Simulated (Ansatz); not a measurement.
```yaml
crystal:
  periodic: [false, false, false]
  atoms:
    - {symbol: B, position_ang: [-1.615383, 0.304521, -0.004140]}
    - {symbol: As, position_ang: [0.221271, -0.063001, 0.000642]}
    - {symbol: H, position_ang: [0.878928, 1.416728, -0.003338]}
basis:
  gaussian: {orbitals: def2-TZVP}
magnetization: {spin_polarized: true, initial_magnetization: 3}
hamiltonian: {xc: pbe0}
relax: {f_tol: 0.004, max_steps: 80}
```

```sh
$ ansatz run in.yaml --threads 1 --pin off --events-out ev --progress --plain --max-ram 2176MiB
```

Steps of the relaxation (energy above the last step; positions in Å, forces in eV/Å):

```
3
step 1, 116.9 meV
B    -1.615    0.305   -0.004   -1.675    0.385   -0.005
As    0.221   -0.063    0.001    2.034    0.282    0.003
H     0.879    1.417   -0.003   -0.359   -0.667    0.002
```

```
3
step 2, 24.0 meV
B    -1.624    0.325   -0.004   -0.809    0.166   -0.002
As    0.262   -0.059    0.001    0.887    0.022    0.002
H     0.846    1.393   -0.003   -0.077   -0.188    0.001
```

```
3
step 3, 0.7 meV
B    -1.654    0.325   -0.004   -0.014    0.042    0.000
As    0.286   -0.054    0.001    0.061   -0.054    0.000
H     0.853    1.387   -0.003   -0.047    0.012    0.000
```

```
3
step 6, 0.0 meV
B    -1.649    0.332   -0.004    0.000    0.000    0.000
As    0.292   -0.060    0.001   -0.001   -0.001    0.000
H     0.841    1.386   -0.003    0.000    0.001    0.000
```

Close pairs at the end: As2–H3 1.547 Å, B1–As2 1.980 Å.

A stationary point of unrestricted PBE0 after 6 steps, with ⟨S²⟩ = 3.755 against 3.75 for a pure state; no frequencies were run, so it isn't proven a minimum. 12 s on 1 thread of AMD EPYC 9R14, shared host.
